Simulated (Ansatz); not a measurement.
Energy needed to pull apart CH5Si, doublet, into free ground-state atoms, from the structure below (displaced at random from a GFN2-xTB minimum); no zero-point or spin–orbit terms; open-shell atoms are treated unrestricted, in their ground-state multiplicity.

```xyz
7
angstrom
C -0.0550 -0.8947 0.0678
Si 0.2554 1.1247 0.2432
H -0.2457 -1.0870 -1.0578
H 0.7152 -1.6339 0.6772
H -1.2034 -1.3360 0.5176
H -1.0466 1.7931 -0.2020
H 1.4677 1.4462 -0.1748
```

Computed with Ansatz 0.2.0 (basis: def2-TZVPP); correlated methods freeze the cores; orbitals are unrestricted.

| method | atomization energy (kcal/mol) |
| --- | --- |
| SPW92 | 553.5 |
| PBE-D4 | 497.8 |
| r2SCAN-D4 | 496.8 |
| PBE0-D4 | 492.1 |
| BHLYP-D4 | ? |
| wB97M-V | ? |
| HF | 369.0 |
| MP2 | 478.6 |
| CCSD | 477.5 |
| CCSD(T) | 482.5 |

What does BHLYP-D4 give? (Judge from chemistry; the value comes from the calculation.)

Computed: 484.7 kcal/mol, which is about 2.2 kcal/mol more than CCSD(T)/def2-TZVPP.

What does wB97M-V give? (An estimate is asked for; the value comes from the calculation.)

By the calculation: 492.7 kcal/mol, which is about 10.2 kcal/mol more than CCSD(T)/def2-TZVPP.

In triple zeta the MP2 and coupled-cluster atomization energies are still short of their basis limit by a few kcal/mol a bond, whereas those of the functionals are nearly converged, so these differences are not deviations from converged CCSD(T).

The T1 diagnostic stays at or below 0.014. ⟨S²⟩ of the unrestricted Hartree–Fock references: 0.76 (a pure state has 0.75).

For scale, one of the runs: CCSD(T)/def2-TZVPP forces, 143 basis functions (an equivalent command: `ansatz run in.yaml --threads 4`). Hardware: 4 CPU threads, shared host. Wall time 72 s; peak host memory 3.3 GiB.
